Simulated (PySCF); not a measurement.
# Working out the ionisation energy of S

S [Ne] 3s2 3p4 (3P) → S+ [Ne] 3s2 3p3 (4S). Computed with PySCF 2.14 in aug-cc-pwCVDZ (6s5p3d, 36 functions), with no relativity, point nucleus. Frozen: nothing. Energies in hartree (1 hartree = 27.21139 eV):

| part | S (lower) | S+ (upper) |
| --- | --- | --- |
| UHF | -397.499208 | -397.160287 |
| MP2 opposite-spin | -0.175718 | -0.158877 |
| MP2 same-spin | -0.070182 | -0.066711 |

Q: What does Hartree-Fock give?

A: (-397.160287) − (-397.499208) = 0.338921 hartree = 9.223 eV.

Q: What do MP2 and SCS-MP2 (6/5 opposite-spin, 1/3 same-spin) give?

A: The opposite-spin parts differ by 0.458 eV and the same-spin parts by 0.094 eV. MP2: 9.223 + (0.458) + (0.094) = 9.775 eV. SCS-MP2: 9.223 + 1.2 × (0.458) + (0.094)/3 = 9.804 eV.

Measured between the centres of the two terms (NIST): 10.336 eV, so MP2 (all electrons) is off by -0.561 eV.

A double-zeta basis recovers only part of the correlation energy.

What remains against the reference includes basis incompleteness and correlation beyond second order.
